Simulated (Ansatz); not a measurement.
# A ladder of methods for SiH (SMILES [SiH])

SiH has 2 atoms, charge 0, and is taken as a doublet. As SMILES, `[SiH]`. The coordinates come from a PBE0-D4/def2-TZVP relaxation.

```xyz
2

Si    0.0000    0.0000   -0.0076
H     0.0000    0.0000    1.5241
```

Each level gives the energy change with the Si1–H2 bond stretched from 1.532 to 2.275 Å (eV). The values are calculated.

| level | kind | program | value (eV) |
| --- | --- | --- | --- |
| UHF/6-311G** | Hartree–Fock | Ansatz | 1.65 |
| USVWN5/6-311G** | LDA | Ansatz | 1.43 |
| U-r2SCAN/6-311G** | meta-GGA | Ansatz | 1.56 |
| UB3LYP/6-311G** | global hybrid | Ansatz | 1.55 |
| UBHLYP/6-311G** | global hybrid | Ansatz | 1.73 |
| UCAM-B3LYP/6-311G** | range-separated hybrid | Ansatz | 1.67 |
| UB2PLYP/6-311G** | double hybrid | Ansatz | 1.67 |
| RPA@PBE/6-311G** | RPA | Ansatz | 1.58 |
| UCCSDT/6-311G** | coupled cluster or CI | Ansatz | 1.55 |
| FCI/3-21G | exact in the basis | Ansatz | 1.11 |

The first shape isn't each level's own minimum. The values span 1.11 to 1.73 eV. Spin contamination of the reference (⟨S²⟩ at least 0.1 too high) touches UHF/6-311G**, UB2PLYP/6-311G**, UCCSDT/6-311G**. The coupled-cluster rows rest on a doubtful reference here (large T1 or Brueckner and Hartree–Fock orbitals at odds), and rows may lie in different states. High-level rows in very small sets aren't better than simpler rows in larger ones.
